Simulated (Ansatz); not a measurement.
The inner images of a band of C2H4FNO (9 atoms, charge 0, multiplicity 1) are given out of order.

These are results of RKS PBE-D4/def2-SVP in Ansatz 0.2.0, not measurements.

Initial state:

```xyz
9
Properties=species:S:1:pos:R:3
N -0.461 0.928 1.430
C 0.437 0.354 0.756
F 1.730 0.468 1.125
C 0.299 -0.519 -0.479
O -1.016 -0.524 -0.985
H -1.371 0.691 0.998
H 1.069 -0.206 -1.223
H 0.556 -1.564 -0.195
H -1.155 0.325 -1.444
```

Final state:

```xyz
9
Properties=species:S:1:pos:R:3
N -0.081 0.605 1.824
C 0.103 0.550 0.578
F 0.487 1.690 -0.060
C 0.043 -0.587 -0.425
O -0.528 -0.211 -1.654
H -0.380 -0.314 2.181
H 1.089 -0.980 -0.533
H -0.565 -1.412 -0.002
H -0.078 0.612 -1.926
```

Put them in order from the first end to the last, with their energies above the first end.
A.
```xyz
9
Properties=species:S:1:pos:R:3
N -0.445 0.802 1.541
C 0.418 0.417 0.704
F 1.675 0.903 0.790
C 0.255 -0.553 -0.460
O -0.960 -0.356 -1.152
H -1.337 0.324 1.328
H 1.160 -0.501 -1.109
H 0.213 -1.584 -0.046
H -0.891 0.502 -1.612
```
B.
```xyz
9
Properties=species:S:1:pos:R:3
N -0.314 0.658 1.730
C 0.310 0.475 0.647
F 1.237 1.398 0.282
C 0.152 -0.581 -0.433
O -0.790 -0.185 -1.413
H -1.001 -0.098 1.865
H 1.158 -0.806 -0.863
H -0.234 -1.513 0.027
H -0.430 0.606 -1.859
```
C.
```xyz
9
Properties=species:S:1:pos:R:3
N -0.247 0.633 1.774
C 0.249 0.500 0.621
F 1.005 1.518 0.129
C 0.118 -0.587 -0.426
O -0.717 -0.176 -1.491
H -0.818 -0.194 2.003
H 1.145 -0.870 -0.768
H -0.343 -1.485 0.030
H -0.305 0.614 -1.889
```
D.
```xyz
9
Properties=species:S:1:pos:R:3
N -0.165 0.616 1.807
C 0.177 0.525 0.597
F 0.752 1.613 0.012
C 0.081 -0.589 -0.425
O -0.631 -0.187 -1.575
H -0.607 -0.264 2.112
H 1.124 -0.927 -0.658
H -0.452 -1.453 0.020
H -0.190 0.618 -1.907
```
E.
```xyz
9
Properties=species:S:1:pos:R:3
N -0.367 0.693 1.675
C 0.358 0.450 0.669
F 1.428 1.251 0.447
C 0.185 -0.575 -0.443
O -0.848 -0.214 -1.341
H -1.151 0.023 1.708
H 1.169 -0.732 -0.944
H -0.118 -1.542 0.011
H -0.567 0.600 -1.799
```
F.
```xyz
9
Properties=species:S:1:pos:R:3
N -0.413 0.747 1.607
C 0.393 0.436 0.686
F 1.575 1.092 0.616
C 0.223 -0.566 -0.451
O -0.912 -0.284 -1.246
H -1.262 0.166 1.522
H 1.173 -0.622 -1.031
H 0.047 -1.568 -0.006
H -0.736 0.553 -1.715
```
G.
```xyz
9
Properties=species:S:1:pos:R:3
N -0.464 0.862 1.478
C 0.432 0.390 0.726
F 1.727 0.691 0.961
C 0.281 -0.538 -0.470
O -0.994 -0.434 -1.063
H -1.373 0.497 1.144
H 1.128 -0.363 -1.174
H 0.383 -1.585 -0.109
H -1.031 0.433 -1.510
```

G (+0.037 eV), A (+0.120 eV), F (+0.195 eV), E (+0.223 eV), B (+0.208 eV), C (+0.170 eV), D (+0.134 eV).

Time of the run: 2 min on 1 thread of Arm Neoverse V2 (shared host), peak memory 0.12 GiB.
